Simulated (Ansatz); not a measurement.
# SiHF2 radical: single points off equilibrium

An exercise on one series of results from a longer session: the logs are not shown, and one member is left open.

Computed with Ansatz 0.2.0, Gaussian basis. Level: single points in def2-TZVPP.

Cores are frozen in the correlated methods. Orbitals are unrestricted.

### The system as given

SMILES `F[SiH]F`, 4 atoms, charge 0, spin multiplicity 2.

Atoms are counted from 1 here; the program's logs count them from 0.

Bond lengths: F1–Si2 1.594 Å, Si2–F3 1.586 Å, Si2–H4 1.435 Å. Angles: F1–Si2–F3 101.3°, F1–Si2–H4 107.7°, F3–Si2–H4 108.7°.

As a file:

```xyz
4
charge 0, multiplicity 2
F     1.22820    0.63370   -0.41080
Si   -0.03040   -0.33790   -0.29890
F    -1.22390    0.70530   -0.25800
H     0.04280   -1.00340    0.97030
```

Set-up of the first run:

run/in.yaml reads:

```yaml
crystal:
  periodic: [false, false, false]
  atoms:
    - {symbol: F, position_ang: [1.228200, 0.633700, -0.410800]}
    - {symbol: Si, position_ang: [-0.030400, -0.337900, -0.298900]}
    - {symbol: F, position_ang: [-1.223900, 0.705300, -0.258000]}
    - {symbol: H, position_ang: [0.042800, -1.003400, 0.970300]}
basis:
  gaussian: {orbitals: def2-TZVPP}
magnetization: {spin_polarized: true, initial_magnetization: 1}
correlation: {method: ccsd_t}
scf: {omitted_lower_state_checks: [cluster_reference]}
output: {forces: true}
```

No record of the launch command was kept for these runs.

Steps of the session up to this table: CCSD(T)/def2-TZVPP; PBE0-D4/def2-TZVPP; wB97M-V/def2-TZVPP; r2SCAN-D4/def2-TZVPP; PBE-D4/def2-TZVPP; B97M-V/def2-TZVPP; LC-wPBE/def2-TZVPP.

One table of the session follows, with a row left open; its other results are not shown here.

```
   method  RMS force component (eV/Å)  angle to CCSD(T) forces (°)  dipole (D)
  CCSD(T)                       0.492                    reference        1.72
  PBE0-D4                           ?                            ?           ?
  wB97M-V                       0.486                         15.7        1.73
r2SCAN-D4                       0.521                          8.0        1.61
   PBE-D4                       0.641                         36.6        1.53
   B97M-V                       0.566                         12.9        1.59
  LC-wPBE                       0.495                          6.1        1.73
```

**Question.** Estimate the row for PBE0-D4.

As computed: RMS force component (eV/Å): 0.537; angle to CCSD(T) forces (°): 6.5; dipole (D): 1.70. In the column «RMS force component (eV/Å)» it lies between r2SCAN-D4 (0.521) and B97M-V (0.566).
